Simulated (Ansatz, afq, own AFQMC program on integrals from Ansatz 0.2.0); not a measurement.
**H$_{2}$O, triplet: AFQMC among the cluster methods**

```xyz
3

O     0.0000   -0.0653    0.0000
H     0.0000    0.5184   -0.7615
H     0.0000    0.5184    0.7615
```

Basis cc-pVQZ. Noble-gas cores (and the filled d shells of Ga–Kr and In–Xe) are frozen. Ansatz 0.2.0 and our own AFQMC program on the same integrals; the CISD trial comes from CCSD amplitudes, and released means the phaseless constraint is let go. Free AFQMC starts from the CCSD state and is never constrained. Its projection time is finite, and what remains of the start isn't in its error. ± is one standard error of the sampling.

Determinant: UHF, the one that the program's search chose, which needn't be the lowest solution. The geometry is a PBE0/def2-TZVP stationary point of this or a neighbouring charge and spin state.

No full CI on the walks' own integrals is used here. The released AFQMC energy serves as the reference, which it does only where one determinant dominates, the energy is flat over the last release times and near the phaseless one (40 meV or 2 meV an electron, half that with transition metals). On small molecules, where full CI could be run and the noise was under 10 meV, such values lay within 10 meV of it in 19 cases of 20, a flattering rate, since the rule was set on those same cases; what remains of the bias isn't in the error bar.

Cautions: another spin lies lower (by 7.53 eV); the released value is read at 1.50 1/Eh (meV from the phaseless value at times in 1/Eh: 4 ± 3 at 0.24, -1 ± 3 at 0.50, 0 ± 5 at 1.00, -8 ± 6 at 1.50).

```
T1 diagnostic                               : 0.0112
weight of the determinant in the CISD state : 0.943
⟨S²⟩ of the determinant                     : 2.006
size of the correlated space                : 8 electrons in 114 orbitals
```

```json
{"level": "MP2", "correlation energy (eV)": "-6.2362"}
{"level": "CCSD", "correlation energy (eV)": "-6.6108"}
{"level": "CCSD(T)", "correlation energy (eV)": "-6.7974"}
```

(1) Estimate where AFQMC with the constraint released lies against CCSD(T) on the same integrals.

(1) 0.70 ± 0.21 mEh below CCSD(T).

Reference: AFQMC with the constraint released, correlation energy -6.816 ± 0.006 eV.

| level | E − E(reference) (mEh) | share of correlation (%) |
| --- | --- | --- |
| CCSD(T) | 0.70 ± 0.21 | 99.72 |
| ph-AFQMC/HF | 1.36 ± 1.07 | 99.46 |
| ph-AFQMC/CISD | 0.31 ± 0.27 | 99.88 |
| free AFQMC | -0.43 ± 0.65 | 100.17 |

Free projections are given only where their last times agree within the noise and don't stop above the reference; a slow remainder of the start can still hide under it. A walk keeps the symmetry of its determinant, which the program's search chose and which needn't be the lowest solution, so a lower state of the same spin and another symmetry isn't excluded. Released energies are given only where the last usable release times agree within the noise; a slower fall can still hide under it.
